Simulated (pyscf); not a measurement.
H₂Al–Cl + H₂O -> HO–AlH–Cl + H₂, a four-centre exchange (singlet surface; Al–H, H–O broken, Al–O, H–H formed). Single points on ωB97X-D3(BJ)/def2-SVP structures (PySCF, gas phase). Energies in kcal/mol from the separated reactants.

Small-basis levels: PySCF, no dispersion term, spherical d functions. 

### Question
In single points BP86/6-31G* puts the saddle at -11.1 kcal/mol and the reaction energy at -32.2 kcal/mol. Should these be trusted to within a few kcal/mol? Compare with ωB97M-D3(BJ)/def2-TZVP.

### Answer
ωB97M-D3(BJ)/def2-TZVP gives ΔE‡ = -6.3 kcal/mol and ΔE = -30.1 kcal/mol. BP86/6-31G* lies 4.8 kcal/mol under it in the barrier and 2.2 kcal/mol under it in the reaction energy, so on this step it does not hold to within 3.0 kcal/mol. ωB97M-D3(BJ)/def2-TZVP has limits of its own. On the reactant side the descent ends in an adduct with a Al–O contact, 25.4 kcal/mol under the separated species and 18.1 kcal/mol under the saddle at ωB97X-D3(BJ)/def2-TZVP. At ωB97M-D3(BJ) the saddle lies under the separated reactants, which points to a path from their complex (located at ωB97X-D3(BJ) alone). What is counted as formed (Al–O) is already present as a longer contact in the reactant adduct; forming that adduct is a step of its own. At the saddle there is also a short Al–H contact that neither side keeps. One saddle was located; it need not be the lowest between these sides.
